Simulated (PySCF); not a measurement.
Coordinates in bohr (charge 0 multiplicity 1):
```
Si    0.0000    0.0000   -0.9274
O     0.0000    0.0000    1.9371
H     2.3268    0.0000   -2.4986
H    -2.3268    0.0000   -2.4986
```

Level of theory: PySCF, PBE0, basis Si def2-TZVP, O def2-TZVP, H def2-TZVP (no relativity, density fitting).

This geometry of H2SiO is a stationary point at this level.

(1) What is the point group?

(2) Is it a minimum?

(3) List the harmonic modes with their infrared intensities.

(4) Give the atomic charges and bond orders.

(5) Give the ideal-gas entropy at 298.15 K and 1 bar by parts.

Results:

(1) C2v.

(2) Yes: all harmonic wavenumbers are real.

(3) 
| symmetry | ω (cm⁻¹) | IR (km/mol) |
| --- | --- | --- |
| b2 | 686 | 65.1 |
| b1 | 703 | 57.3 |
| a1 | 1001 | 42.3 |
| a1 | 1247 | 76.7 |
| a1 | 2222 | 42.5 |
| b2 | 2237 | 128 |

(4) 
| atom | Mulliken | Löwdin | polar tensor | Mayer order to Si1 |
| --- | --- | --- | --- | --- |
| Si1 | 0.48 | 0.31 | 1.09 | – |
| O2 | -0.48 | -0.21 | -0.70 | 2.19 |
| H3,4 | 0.00 | -0.05 | -0.19 | 0.91 |

(5) translation 156.6, rotation 75.3, vibration 3.2, spin 0.0; total 235.0 J/(mol K).

Only a few start shapes were tried, so a lower isomer may exist.
